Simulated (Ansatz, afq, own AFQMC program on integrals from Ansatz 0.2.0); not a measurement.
AlBH, doublet → AlBH, quartet

```xyz
3

B     0.0000   -0.0920    0.3143
Al    0.0000   -0.0334   -1.8050
H     0.0000    0.1253    1.4907
```

Connectivity, by distances: BH–Al.

E(quartet, charge +0) − E(doublet, charge +0) at this geometry, on UHF and UHF determinants.

Basis 6-31G. Noble-gas cores (and the filled d shells of Ga–Kr and In–Xe) are frozen. Ansatz 0.2.0 and our own AFQMC program on the same integrals; the CISD trial comes from CCSD amplitudes, and released means the phaseless constraint is let go. ± is one standard error of the sampling. The errors of all members are added in quadrature.

Full CI on the same integrals is exact in this basis and with this determinant's frozen core.

Errors are counted within 6-31G, not against nature.

Cautions: AlBH (doublet): an unrestricted solution with more broken spin lies lower, the ph-AFQMC/CISD walk drifts between its halves (2.4 errors), the next higher spin lies close; AlBH (quartet): another spin lies lower, raised T1 diagnostic (T1 0.043, weight of the determinant 0.88, largest double 0.12); core correlation is missing, and it shifts such a gap most where an s electron is promoted.

Reference (full CI): 0.081 eV.

```csv
level,vertical spin gap (eV),error against FCI (eV)
HF,0.157,0.076
MP2,-0.007,-0.089
CCSD,0.123,0.041
CCSD(T),0.090,0.009
CCSDT,0.089,0.008
CCSDT(Q),0.083,0.002
CCSDTQ,0.082,0.001
ph-AFQMC/CISD,0.086 ± 0.009,0.005 ± 0.009
released AFQMC,0.093 ± 0.007,0.012 ± 0.007
```

Correlation beyond CCSD(T) takes off 0.009 eV. The perturbative (T) step is worth −0.033 eV.

CCSDT and higher add their correlation energy to the determinant of the CCSD(T) run, since their own runs factorise the integrals more tightly (a shift of under 2 meV). A walk keeps the symmetry of its determinant, which the program's search chose and which needn't be the lowest solution, so a lower state of the same spin and another symmetry isn't excluded. Released energies are given only where the last usable release times agree within the noise; a slower fall can still hide under it.
